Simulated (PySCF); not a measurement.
3-methoxy-1-propanol, C₄H₁₀O₂.
Z-matrix (Å and degrees, GFN2-xTB geometry), rows numbered from 1:
```
C 
O   1  1.4025
C   2  1.4102  1  113.00
C   3  1.5232  2  108.95  1  -178.18
C   4  1.5306  3  111.39  2    65.89
O   5  1.4077  4  112.68  3   179.59
H   1  1.0979  2  111.32  3   -61.23
H   1  1.0977  2  111.23  3    59.98
H   1  1.0881  2  106.72  3   179.39
H   3  1.1019  2  109.93  1   -57.42
H   3  1.1020  2  109.84  1    61.22
H   4  1.0925  3  108.54  2   -54.59
H   4  1.0911  3  109.42  2  -172.92
H   5  1.0977  4  109.11  3   -56.73
H   5  1.0927  4  109.98  3    62.35
H   6  0.9637  5  108.63  4    60.61
```

Method used: TDDFT CAM-B3LYP/def2-SVPD, vertical, gas phase, core orbitals frozen in the response (PySCF).

Computed states:

```
state  E (eV)       f
   S1    6.95  0.0082
   S2    7.19   0.030
   S3    8.01  0.0019
   S4    8.13   0.023
   S5    8.16   0.012
   S6    8.35  0.0091
   S7    8.49   0.011
   S8    8.61   0.021
```

Broadening: Gaussians 0.4 eV wide at half height, area fixed by f = 4.319×10⁻⁹ ∫ε dν̃. The width is an assumption, not a result. The curve ends short of the highest state used, and states not computed would add to its high-energy end.

Task: Give the broadened spectrum and its maxima.

Result: 
```csv
E (eV),ε (L mol⁻¹ cm⁻¹)
6.35,1
6.42,4
6.49,14
6.57,47
6.64,114
6.71,238
6.78,437
6.85,721
6.93,1145
7.00,1568
7.07,1959
7.14,2192
7.21,2158
7.29,1776
7.36,1269
7.43,772
7.50,401
7.57,186
7.65,106
7.72,160
7.79,349
7.86,711
7.93,1253
8.01,1990
```

Maxima: 173 nm (7.17 eV), ε about 2200, made up of S1 (11%) and S2 (89%) (ε in L mol⁻¹ cm⁻¹; maxima over ε = 5, shares over 10%). At its high-energy end, 8.01 eV, the curve is still rising (ε about 2000, from S4 and S5).

Task: Coming from long wavelengths, where does ε first pass 100 L mol⁻¹ cm⁻¹?

Result: At about 187 nm (6.63 eV), 0.32 eV below S1.

Task: What would ε be at 7.17 eV, the highest of these maxima, with half the width (0.2 eV)?

Result: About 3870 L mol⁻¹ cm⁻¹ against 2210, a factor of about 1.7; a lone state at its own centre would give exactly 2.

Task: On this curve, what absorbance would a 10⁻⁵ mol/L sample give at 193 nm over a 1 cm path?

Result: 193 nm is 6.424 eV, where ε is about 4.6 L mol⁻¹ cm⁻¹, so A = ε c l ≈ 4.6e-05 (Beer–Lambert, with the gas-phase spectrum and the assumed width).

One conformer stands for the species.
